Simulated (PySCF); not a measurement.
Gas-phase reaction: 2 CH3SiH2 + 3 C2H4 ⇌ 2 (CH3)2SiH2 + 2 C2H3 (vinyl)

Energies from PySCF, thermal terms from the rigid-rotor harmonic-oscillator model, ideal gas at 1 bar. † marks an energy on the PBE0/def2-TZVP geometry and frequencies; other levels use their own. Open shells (unrestricted): CH3SiH2 (multiplicity 2), C2H3 (vinyl) (multiplicity 2); the rest are closed-shell singlets. CH3SiH2: computed as isolated molecules; such fragments, hydroxides, amides, oligomers or adducts are transient or little studied in the gas.

PBE/def2-SVP gives ΔH°(298 K) = -7 kJ.

Problem. What do LDA/def2-TZVP†, PBE0/def2-QZVP†, PBE/def2-TZVP† give?

Solution. LDA/def2-TZVP†: -33 kJ; PBE0/def2-QZVP†: -28 kJ; PBE/def2-TZVP†: -12 kJ. For scale, ΔH°(298 K) is -7 kJ at this level, -38 kJ at ωB97M-V/def2-TZVP†, and runs from -44 to 65 kJ over the 14 levels computed († marks an energy on the PBE0/def2-TZVP geometry).
